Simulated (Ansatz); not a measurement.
# BFH2: the cost of one run

The runs use Ansatz 0.2.0, Gaussian basis; def2-QZVPP, core rule «outside noble gas», up to 2 orbitals frozen.

The runs, in order: UHF; ROHF; CCSD(T) on UHF.

2 further runs of the same task are left out: 1 that didn't finish, 1 set aside as unsound or not needed. Runs told in other sessions of the task aren't counted.

### 1 The geometry

The geometry is a PBE0/def2-TZVP stationary point (not a proven minimum) of the parent state, kept for this charge and spin.

4 atoms, charge 0, spin multiplicity 3.

Atoms are counted from 1 here; the program's logs count them from 0.

Bond lengths: B1–F2 1.317 Å, B1–H3 1.197 Å, B1–H4 1.197 Å. Angles: F2–B1–H3 117.8°, F2–B1–H4 117.8°, H3–B1–H4 124.4°.

### 2 UHF

The input, in.yaml:

```yaml
crystal:
  periodic: [false, false, false]
  atoms:
    - {symbol: B, position_ang: [0.000000, 0.000000, 0.750638]}
    - {symbol: F, position_ang: [0.000000, 0.000000, -0.566075]}
    - {symbol: H, position_ang: [0.000000, 1.058917, 1.309286]}
    - {symbol: H, position_ang: [0.000000, -1.058917, 1.309286]}
basis:
  gaussian: {orbitals: "def2-QZVPP.json"}
magnetization: {spin_polarized: true, initial_magnetization: 2}
hamiltonian: {xc: hf}
output: {orbitals: {seedname: orbitals}}
```

Launch:

```
$ ansatz run in.yaml --threads 1 --pin off --events-out ev --progress --plain --max-ram 2393MiB
```

Q: Estimate wall time and peak memory on 1 thread of Arm Neoverse N1, shared host.

About 6 s, with a peak of 0.27 GiB.
